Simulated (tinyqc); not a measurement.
Extended Hueckel theory, for H3O+, step by step. The parameters take no account of the charge, which enters only through the electron count. One step of it, computed by the program tinyqc.

Question. Mulliken analysis. P = C n C^T; charge = valence electrons (O 6, H 1) minus the sum of (P S)_ii on the atom; overlap population = 2 sum P_ij S_ij between two atoms.

coefficients:
```
              MO1        MO2        MO3        MO4        MO5        MO6        MO7
1O 2s    0.804505   0.000000  -0.000012   0.085730   0.000000   0.000098   1.052962
1O 2px  -0.000006   0.000000   0.698497   0.000011   0.000000  -0.914877   0.000166
1O 2py   0.000000   0.698482   0.000000   0.000000   0.914878   0.000000   0.000000
1O 2pz   0.019647   0.000000  -0.000010   0.985542   0.000000  -0.000023  -0.263635
2H 1s    0.133113   0.000000   0.405057  -0.039649   0.000000   0.956246  -0.649988
3H 1s    0.133097   0.350804  -0.202541  -0.039655  -0.828171  -0.478252  -0.649734
4H 1s    0.133097  -0.350804  -0.202541  -0.039655   0.828171  -0.478252  -0.649734
```

occupations: 2.000000  2.000000  2.000000  2.000000  0.000000  0.000000  0.000000

overlap S:
```
           1O 2s     1O 2px     1O 2py     1O 2pz      2H 1s      3H 1s      4H 1s
1O 2s   1.000000   0.000000   0.000000   0.000000   0.438294   0.438251   0.438251
1O 2px  0.000000   1.000000   0.000000   0.000000   0.365900  -0.182925  -0.182925
1O 2py  0.000000   0.000000   1.000000   0.000000   0.000000   0.316866  -0.316866
1O 2pz  0.000000   0.000000   0.000000   1.000000  -0.101809  -0.101795  -0.101795
2H 1s   0.438294   0.365900   0.000000  -0.101809   1.000000   0.181126   0.181126
3H 1s   0.438251  -0.182925   0.316866  -0.101795   0.181126   1.000000   0.181092
4H 1s   0.438251  -0.182925  -0.316866  -0.101795   0.181126   0.181092   1.000000
```

Give: charges; Overlap populations.

Answer.

charges: 1O -0.1201, 2H 0.3734, 3H 0.3734, 4H 0.3734

Overlap populations:
```
pair      value
2-1    0.610727
3-1    0.610684
3-2   -0.045464
4-1    0.610684
4-2   -0.045464
4-3   -0.045456
```
